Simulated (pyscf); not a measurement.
PySCF, gas phase, ωB97X-D3(BJ)/def2-SVP geometries. Correlated levels are frozen-core, on RHF or UHF. ΔMP2 is the change of the MP2 total energy from the triple- to the quadruple-zeta basis.

**Question.** PBE/def2-TZVP puts the barrier of •C≡N + methane (CH₄) → acetonitrile (H₃C–C≡N) + H atom (H•) (substitution at C; doublet surface; C–H broken, C–C formed) at 17.6 kcal/mol and the reaction energy at -18.4 kcal/mol, from the separated reactants. What do M06-2X/def2-TZVP, ωB97M-D3(BJ)/def2-TZVP, CCSD(T)/def2-TZVPP + ΔMP2(QZVPP) give on the same structures?

**Answer.** M06-2X: ΔE‡ = 22.1 kcal/mol, ΔE = -20.9 kcal/mol; ωB97M-D3(BJ): ΔE‡ = 21.5 kcal/mol, ΔE = -21.8 kcal/mol; CCSD(T): ΔE‡ = 27.2 kcal/mol, ΔE = -16.1 kcal/mol. PBE's barrier lies under all of them, by 3.8 to 9.6 kcal/mol. Its reaction energy lies among theirs. Low barriers are usual for a GGA, whose delocalisation error favours stretched bonds. One saddle was located; it need not be the lowest between these sides. The angle at the attacked C is 180°. The CCSD(T) − MP2 part came from Ansatz, without density fitting, on the same reference. An open-shell T1 diagnostic exceeds 0.045. A UHF reference is spin-contaminated (<S²> up to 1.14), which harms MP2 most.
